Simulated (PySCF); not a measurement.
Isomers of C4H10N2, one GFN2-xTB conformer each. Single-point energies are computed at PBE0/pcSseg-1 (PySCF, gas phase, no added dispersion term), electronic only.

```
       SMILES  GFN2-xTB relative energy (kJ/mol)
     CN1CCN1C                              103.6
    CNN=C(C)C                               76.7
    C=CN(C)NC                              142.4
C[C@@H]1CCNN1                               54.1
     C1CNCCN1                                0.0
    C=CCN(C)N                              186.1
     CN1CCCN1                               50.1
 [H]/N=C/CNCC                              103.3
```

Conformers: `[CH3:1][N:2]1[CH2:3][CH2:4][N:5]1[CH3:6]` with C1–N2–C3–C4 -130°, N2–C3–C4–N5 14°, C3–C4–N5–C6 -130°, C1–N2–N5–C4 134°; `[CH3:1][NH:2][N:3]=[C:4]([CH3:5])[CH3:6]` with C1–N2–N3–C4 -160°; `[CH2:1]=[CH:2][N:3]([CH3:4])[NH:5][CH3:6]` with C1–C2–N3–C4 11°, C2–N3–N5–C6 -89°; `[CH3:1][C@@H:2]1[CH2:3][CH2:4][NH:5][NH:6]1` with C1–C2–C3–C4 -128°, C2–C3–C4–N5 -15°, C3–C4–N5–N6 31°, C4–N5–N6–C2 -36°; `[CH2:1]1[CH2:2][NH:3][CH2:4][CH2:5][NH:6]1` with N6–C1–C2–N3 54°, C1–C2–N3–C4 -54°, C2–N3–C4–C5 54°, N3–C4–C5–N6 -55°; `[CH2:1]=[CH:2][CH2:3][N:4]([CH3:5])[NH2:6]` with C1–C2–C3–N4 -136°, C2–C3–N4–C5 172°, C3–N4–N6–H -78° and 162°; `[CH3:1][N:2]1[CH2:3][CH2:4][CH2:5][NH:6]1` with C1–N2–C3–C4 -90°, N2–C3–C4–C5 -15°, C3–C4–C5–N6 -6°, C4–C5–N6–N2 25°; `[H]/[N:6]=[CH:5]/[CH2:4][NH:3][CH2:2][CH3:1]` with C1–C2–N3–C4 -179°, C2–N3–C4–C5 73°, N3–C4–C5–N6 9°.

**Question.** What does PBE0/pcSseg-1 give for the same structures?

**Answer.** 
| SMILES | PBE0/pcSseg-1 E (Eh) | PBE0/pcSseg-1 (kJ/mol) | GFN2-xTB (kJ/mol) | point group |
| --- | --- | --- | --- | --- |
| C1CNCCN1 | -267.57898 | 0.0 | 0.0 | C2h |
| [H]/N=C/CNCC | -267.56529 | 35.9 | 103.3 | C1 |
| C[C@@H]1CCNN1 | -267.55945 | 51.3 | 54.1 | C1 |
| CNN=C(C)C | -267.55502 | 62.9 | 76.7 | C1 |
| CN1CCCN1 | -267.54904 | 78.6 | 50.1 | C1 |
| C=CN(C)NC | -267.52551 | 140.4 | 142.4 | C1 |
| C=CCN(C)N | -267.52118 | 151.8 | 186.1 | C1 |
| CN1CCN1C | -267.51759 | 161.2 | 103.6 | C2 |

Both levels put the same isomer lowest; measured from each level's own lowest isomer, the values differ by up to 67.4 kJ/mol ([H]/N=C/CNCC: 103.3 against 35.9). As drawn, the lowest has an N–H bond, which the highest lacks; the highest has a four-membered ring and an N–N linkage, which the lowest lacks. Neighbours under 10 kJ/mol apart (C=CCN(C)N and CN1CCN1C) can change places with a better method, another conformer or zero-point energy.

**Question.** Which frontier levels, dipoles and rotational constants go with these structures?

**Answer.** 
| SMILES | HOMO (eV, PBE0/pcSseg-1) | LUMO (eV) | dipole (D) | A, B, C (MHz) |
| --- | --- | --- | --- | --- |
| C1CNCCN1 | -5.59 | 1.50 | 0.00 | 4767, 4540, 2661 |
| [H]/N=C/CNCC | -6.25 | 0.00 | 2.17 | 7185, 2032, 1752 |
| C[C@@H]1CCNN1 | -6.80 | 1.28 | 1.99 | 6491, 3193, 2434 |
| CNN=C(C)C | -5.83 | 0.88 | 1.87 | 7425, 2064, 1679 |
| CN1CCCN1 | -6.33 | 1.17 | 1.67 | 5517, 3687, 2932 |
| C=CN(C)NC | -5.60 | 1.13 | 2.42 | 6098, 2520, 2106 |
| C=CCN(C)N | -6.40 | 0.66 | 2.06 | 7872, 2033, 1721 |
| CN1CCN1C | -5.50 | 1.69 | 0.77 | 5142, 3770, 2465 |
